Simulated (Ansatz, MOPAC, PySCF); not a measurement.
Process, species as SMILES: C=C=O + H+ -> [OH+]=C=C (at O, the best of the heteroatom sites tried; carbon was not tried)

Property: proton affinity (enthalpy at 298 K), in kcal/mol. Positive where the reaction releases energy. Terms: 6-311+G** with 5d; frozen cores in correlated levels; spin-orbit terms left out; no dispersion term unless named; PM7 with its own dispersion and hydrogen-bond terms; non-relativistic; 6-31G* and kin with 6d, 5d where marked; LANL2DZ all-electron up to Ne. Basis-set limits of correlation are two-point, X^-3; Hartree-Fock from the larger set. The bracket is a focal-point correction in the basis named. First-principles rows: single points at B3LYP-D3(BJ) geometries (Ansatz, an electronic-structure program), with unscaled harmonic terms from B3LYP/6-31G* at its own minima. Semi-empirical rows: MOPAC heats of formation at their own minima for 298 K, the proton's as measured.

Coupled cluster (Ansatz) is a level with limits of its own, used here on species with T1 under 0.025 (0.045 for open shells) and stable references: RI-MP2/CBS(cc-pVTZ,cc-pVQZ)+[CCSD(T)-MP2]/cc-pVTZ.

Value to compare with, RI-MP2/CBS(cc-pVTZ,cc-pVQZ)+[CCSD(T)-MP2]/cc-pVTZ (Ansatz): 155.1 kcal/mol.

| level | program | proton affinity (enthalpy at 298 K) (kcal/mol) | difference |
|---|---|---|---|
| PM6 | MOPAC | 156.2 | 1.1 |
| PM7 | MOPAC | 153.6 | -1.5 |
| HF/6-31G* | Ansatz | 157.9 | 2.8 |
| PBE/3-21G | Ansatz | 154.3 | -0.8 |
| PBE/6-31G* | Ansatz | 155.1 | 0.0 |
| PBE/def2-SVP | Ansatz | 155.4 | 0.3 |
| PBE/6-311+G** | Ansatz | 153.5 | -1.6 |
| BLYP/6-31G* | Ansatz | 156.3 | 1.2 |
| BP86/def2-SVP | PySCF | 155.8 | 0.7 |
| B3LYP/LANL2DZ | Ansatz | 154.7 | -0.4 |
| B3LYP/6-31G** | Ansatz | 159.9 | 4.8 |
| PBE0/6-31G* | Ansatz | 155.2 | 0.1 |
| M06-2X/6-31G* (5d) | PySCF | 153.9 | -1.2 |
| wB97M-V/def2-TZVPD | Ansatz | 153.5 | -1.6 |
| wB97X-V/def2-TZVPD | Ansatz | 156.0 | 0.9 |
| B2PLYP-D3(BJ)/def2-TZVPD | Ansatz + dftd3 | 153.1 | -2.0 |

Among the 13 habitual levels, B3LYP/6-31G** lies farthest from RI-MP2/CBS(cc-pVTZ,cc-pVQZ)+[CCSD(T)-MP2]/cc-pVTZ (Ansatz) (4.8 kcal/mol); 7 of 13 lie above it, and their mean absolute difference is 1.3 kcal/mol, the median 1.1. One case shows no general order.

The levels are drawn from those run, B3LYP/6-31G* more often than the rest, none by its result; runs whose electronic state is in doubt are left out.
